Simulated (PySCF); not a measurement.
Molecule: C₂H₅O, net charge -1, singlet state. It need not be the lowest isomer of its formula. Whether it binds its extra electron was not tested at this geometry. SMILES: C[CH-]O
Geometry from a B3LYP-D3(BJ)/def2-TZVP (Ansatz) optimisation:
```xyz
8

C      1.1450    -0.3814     0.1474
C      0.0320     0.6571     0.1106
O     -1.2331    -0.1262    -0.2193
H     -1.7954     0.0945     0.5218
H      0.2075     1.2392    -0.8193
H      2.1194     0.1301     0.1669
H      1.0995    -1.0098     1.0504
H      1.1713    -1.0987    -0.7136
```
Charge -1, spin multiplicity 1.

Dispersion corrections to the total energy (kcal/mol) from the dftd3 and dftd4 libraries through PySCF: D3(BJ) without and D4 with the three-body term, each with the damping fitted for the functional named.

```tsv
functional	D3(BJ)	D4
PW6B95	-0.96	-2.34
BP86	-3.30	___
BHLYP	___	-2.78
B2PLYP	-1.67	-1.86
BLYP	-4.78	-6.23
PBE	___	-2.69
TPSS	-2.82	-3.66
```

Some entries are withheld; supply them.


- BP86, D4: -3.37
- BHLYP, D3(BJ): -2.87
- PBE, D3(BJ): -2.32
